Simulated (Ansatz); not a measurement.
## Band transport in SiO2

Computed with DFT PBEsol, scalar-relativistic, plane waves, PAW in Ansatz 0.2.0. Cutoff 420 eV, 6×6×4 k-points (Γ-centred), Gaussian smearing of 0.02 eV. No spin polarisation.

Relaxed structure:
```
Si O
1.0
     5.06168    0.00000    0.00000
    -2.53084    4.38355    0.00000
     0.00000    0.00000    8.59529
Si O
4 8
Direct
  0.66667 0.33333 0.93716
  0.66667 0.33333 0.56284
  0.33333 0.66667 0.06284
  0.33333 0.66667 0.43716
  0.00000 0.41387 0.00000
  0.41387 0.41387 0.50000
  0.58613 0.00000 0.50000
  0.58613 0.58613 0.00000
  0.00000 0.58613 0.50000
  0.66667 0.33333 0.75000
  0.33333 0.66667 0.25000
  0.41387 0.00000 0.00000
```

Constant relaxation time and rigid bands. The levels are interpolated over the whole zone and filled by a Fermi function at the stated temperature, with the chemical potential set by the electron count. The Kohn–Sham gap on the mesh is 5.53 eV and isn't corrected.

Question: Give the Seebeck coefficient (μV/K; xx, yy, zz) and the conductivity masses (m_e; principal values, sorted) at 900 K against doping (cm⁻³).

Answer:
```csv
doping,S,m*
n 1e18,-564 -564 -564,0.60 0.60 0.60
n 1e19,-367 -367 -367,0.60 0.60 0.60
n 1e20,-180 -180 -180,0.61 0.61 0.61
n 1e21,-54 -54 -54,0.67 0.68 0.68
p 1e18,815 815 850,1.62 10.55 10.55
p 1e19,617 617 652,1.62 10.56 10.56
p 1e20,418 418 453,1.62 10.65 10.65
p 1e21,223 223 254,1.64 11.48 11.48
```

Question: At 10¹⁸ cm⁻³, which carrier is lighter?

Answer: Electrons, 0.60 against 3.72 m_e (harmonic means of the principal values).

This form isn't the usual stable structure of the compound.

Cost: 1 run of about 41 core-minutes, on AMD EPYC 9B14 (Zen 4) (shared hosts).